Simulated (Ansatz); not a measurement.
Hematite (α-Fe2O3), treated with revPBE in Ansatz (plane waves, PAW).

Run with plane-wave cutoff 520 eV, 8×8×8 k mesh, Fermi–Dirac smearing 0.01 eV, spin-polarised with opposed moments, scalar-relativistic PAW data made under PBE.

Results at a series of volumes:

| V (Å³/atom) | E − E_lowest (meV/atom) |
|---|---|
| 9.894 | 8.95 |
| 10.100 | 2.17 |
| 10.307 | 0.00 |
| 10.513 | 2.01 |
| 10.719 | 7.79 |

Task: Fit the third-order Birch–Murnaghan equation and give B0 and B′.

Result: V0 = 10.307 Å³/atom, B0 = 162 GPa, B′ = 4.1 (fit to the energies at full precision).

Shape and atoms are relaxed at each volume.

Measured, for comparison: bulk modulus 204 GPa (300 K, copied from a table, unchecked, not corrected to a static lattice, our sources range from 204 to 231; as tabulated in BurnMan's mineral tables). Computed (rounded) less measured: bulk modulus not scored (sources differ).

Note: without U or exact exchange, gaps and moments of open d shells tend to come out too small; the bulk modulus comes from volumes at which shape and atoms were relaxed.

The computed numbers hold no vibrational or temperature effects.

Cost on a shared machine: about 50 core-minutes (a rough figure).

Ansatz is an electronic-structure program.
